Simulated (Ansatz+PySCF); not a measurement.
A calculation with Ansatz (development build ahead of 0.2.0).

```yaml
crystal:
  periodic: [false, false, false]
  atoms:
    - { symbol: "N", position_ang: [0.0, 0.0, -0.6861] }
    - { symbol: "N", position_ang: [0.0, 0.0, 0.6861] }
basis:
  gaussian: { orbitals: STO-3G }
hamiltonian:
  xc: pbe0
scf:
  omitted_lower_state_checks: [stability, starts, atomic_configurations, cluster_reference, orbital_swaps, given_window_search, neighbouring_geometries, increment]
output:
  forces: true
```

The input is written out in the form of the current development build from the run's settings.

Results

```json
{
  "Converged": "yes",
  "Total energy": "-107.89036 hartree",
  "Spin squared of the determinant": "0.000"
}
```

Forces (eV/Å):
```csv
atom,Fx,Fy,Fz
N1,0.000,0.000,14.457
N2,0.000,0.000,-14.457
```
